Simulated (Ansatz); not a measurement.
Working through a relaxed scan of one distance of BFH2N, SMILES N[B]F

Computed with the Python package of Ansatz (0.2.0).

Contents of `bfh2n.xyz`:
```text
5

N    -0.53440    0.29030   -0.06990
B     0.37640   -0.84150   -0.01670
F     1.17110   -1.03270    1.14070
H    -0.96040    0.31290   -1.02640
H    -0.00270    1.19740   -0.06910
```

Interactive session:
```pycon
>>> import ansatz as az
>>> import numpy as np
>>> BASIS = 'def2-SVP'
>>> XC = 'b3lyp'
>>> DISPERSION = 'd4'
>>> system = az.Crystal.molecule_from_extxyz('bfh2n.xyz')
>>> model = (
...     system.calculation()
...     .basis(gaussian=BASIS)
...     .functional(XC, dispersion=DISPERSION)
...     .spin('collinear', total=1)
... )
>>> symbols = [site.symbol for site in system.cartesian_sites]
>>> pairs = [(0, 1), (0, 3), (0, 4), (1, 2)]
>>> print('held (A)   E (eV)        ', '  '.join(f'{symbols[i]}{i}-{symbols[j]}{j}' for i, j in pairs))
held (A)   E (eV)         N0-B1  N0-H3  N0-H4  B1-F2
>>> for length in [0.96, 1.05, 1.13, 1.26, 1.41]:
...     rep = model.relax(constraints=[az.DistanceConstraint((0, 3), at=length)], force_tolerance=0.02, max_steps=60).run(threads=1, backend='cpu').report
...     xyz = np.array(rep['positions_ang'])
...     print(f'{length:6.2f} {rep["free_energy_ev"]:14.5f}  ', '  '.join(f'{np.linalg.norm(xyz[i] - xyz[j]):.3f}' for i, j in pairs))
...
DeckWarning: relax.constraints: the input's atoms, or those drawn, lie off the distances that are held; a relaxation that starts there is brought onto them ahead of its first SCF, by positions alone, an atom by 4.37e-2 Å at the most. With the symmetry detection on, the symmetry is detected on the input's atoms as so brought (as typed, where only the drawn atoms reach the distances), and notices that speak of the structure as typed mean those atoms
  0.96    -4912.72140   1.389  0.960  1.019  1.327
  1.05    -4912.75883   1.389  1.050  1.019  1.327
  1.13    -4912.53500   1.388  1.130  1.019  1.328
  1.26    -4911.91010   1.386  1.260  1.018  1.329
  1.41    -4911.04779   1.383  1.410  1.017  1.330
```

What to keep in mind:
- Total energies depend on the basis set; only differences at equal settings carry meaning.
- Warnings are shown shortened and without file and line.
- The energies are electronic: no zero-point or thermal terms, and the basis set is short of its limit.
- The run takes the species as open-shell (spin multiplicity 2), which needn't be its ground state.
- b3lyp holds the VWN-RPA fit, as in Gaussian; the form of ORCA and Turbomole is b3lyp5.
- Timing: 66 s on 1 thread of Arm Neoverse V2 (shared host), peak memory 0.21 GiB.
